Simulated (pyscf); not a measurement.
H₃C–Cd–TeH + methane (CH₄) → TeH₂ + H₃C–Cd–CH₃, a four-centre exchange (singlet surface; Cd–Te, C–H broken, H–Te, C–Cd formed). Optimised with ωB97X-D3(BJ)/def2-SVP in PySCF. Energies in kJ/mol from the separated reactants.

AM1 to PM7: differences of heats of formation from MOPAC, which are fitted to 298 K values and so differ in kind from electronic energies by zero-point and thermal terms. 

Question: Quick PM7 single points give ΔE‡ = 135.7 kJ/mol and ΔE = +26.3 kJ/mol. What does ωB97M-D3(BJ)/def2-TZVP give, and how far is the quick result from it?

Answer: ωB97M-D3(BJ)/def2-TZVP gives ΔE‡ = 244.9 kJ/mol and ΔE = +159.3 kJ/mol. PM7 lies 109.2 kJ/mol under it in the barrier and 133.0 kJ/mol under it in the reaction energy, so on this step it does not hold to within 12.6 kJ/mol. ωB97M-D3(BJ)/def2-TZVP has limits of its own. On the product side the descent ends in an adduct with a Cd–Te contact (not fully relaxed), 24.2 kJ/mol under the separated species and 89.3 kJ/mol under the saddle at ωB97X-D3(BJ)/def2-TZVP. What is counted as broken (Cd–Te) persists as a longer contact in the product adduct; parting that adduct is a step of its own. One saddle was located; it need not be the lowest between these sides. In the def2 sets elements past Kr carry core potentials, without spin-orbit coupling.
